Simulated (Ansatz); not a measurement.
**Ge–AsH₂⁺, triplet in cc-pVDZ: errors against RCCSDTQ**

Geometry: that of the Ge–AsH2, quartet, kept fixed.

```xyz
4

Ge    0.0238    0.0000    1.3085
As   -0.0491    0.0000   -1.2267
H     0.9651    1.0935   -1.5596
H     0.9651   -1.0935   -1.5596
```

Basis cc-pVDZ; Ansatz 0.2.0. Only valence electrons are correlated (noble-gas cores and the filled d shells of p-block atoms frozen), which leaves 10 electrons in 36 orbitals. Prefix R: restricted or restricted open-shell reference; prefix U: unrestricted. Active spaces: valence = (10e, 10o) chosen from the atoms' valence shells. No spin–orbit coupling is included, and no scalar relativity.

Full CI isn't at hand for all of this; RCCSDTQ serves as the reference, and is uncertain by about the last step of the cluster series. The frozen core follows each run's orbitals, which can shift R against U totals by a few meV for light atoms and by up to 0.1 eV past Ca.

For open shells CISD is restricted-active-space CI with the open shells as a complete middle space.

- UHF ⟨S²⟩: 2.053
- T1 diagnostic (RCCSD): 0.0266
- largest doubles amplitude (RCCSD): 0.066

```tsv
level	E − E(RCCSDTQ) (kJ/mol)	share of correlation (%)	wall time
RHF	511.7	0.00	–
RMP2	113.3	77.86	–
CISD	54.8	89.30	6.5 s
RCCSD	18.2	96.44	–
RCCSD(T)	3.9	99.23	20 s
BCCD(T)	3.9	99.23	17 s
RCCSDT	0.8	99.84	–
RCCSDT(Q)	0.1	99.98	37 s
CASSCF (valence space)	325.9	36.32	–
NEVPT2 (valence space)	78.0	84.75	14 s
MRCISD (valence space)	22.0	95.70	–
MRCISD+Q (valence space)	0.5	99.90	8.5 s (H100)
```

The correlation energy at RCCSDTQ, counted from RHF, is -5.304 eV. That run took 41 s on 2 threads of AMD EPYC 7R13 with a shared H100 80 GB, shared host.

Run but not shown, since their state, orbitals or frozen core can't be matched to the reference's or they repeat it: UHF, UMP2, UCCSD, UCCSD(T), UCCSDT, UCCSDT(Q).

Times hold each run's SCF and search for its determinant on a shared host, so for small cases they say little of a method's own cost; rows without a card ran on 1 thread of AMD EPYC 7R13. Some runs computed forces too.

Natural occupations of CASSCF (valence space) about the gap: 1.970 1.964 1.937 1.001 1.000 0.046 0.036 0.030 0.027; effectively unpaired electrons, Σ n²(2−n)², 2.04.
